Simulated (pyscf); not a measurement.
SiH₃• + H₃C–Cl → H₃Si–Cl + CH₃•, an atom transfer (doublet surface; C–Cl broken, Cl–Si formed). Optimised with ωB97X-D3(BJ)/def2-SVP in PySCF. Correlated levels are frozen-core, on RHF or UHF. ΔMP2 is the change of the MP2 total energy from the triple- to the quadruple-zeta basis. Energies in kcal/mol from the separated reactants.

AM1 to PM7: differences of heats of formation from MOPAC. Open shells are spin-unrestricted. 

Question: Quick PM7 single points give ΔE‡ = 3.3 kcal/mol and ΔE = -16.5 kcal/mol. What does CCSD(T)/def2-TZVPP + ΔMP2(QZVPP) give, and how far is the quick result from it?

Answer: CCSD(T)/def2-TZVPP + ΔMP2(QZVPP) gives ΔE‡ = 8.8 kcal/mol and ΔE = -23.6 kcal/mol. PM7 lies 5.5 kcal/mol under it in the barrier and 7.1 kcal/mol over it in the reaction energy, so on this step it does not hold to within 3.0 kcal/mol. CCSD(T)/def2-TZVPP + ΔMP2(QZVPP) has limits of its own. One saddle was located; it need not be the lowest between these sides. The angle at the transferred Cl is 180°. The CCSD(T) − MP2 part came from Ansatz, without density fitting, on the same reference.
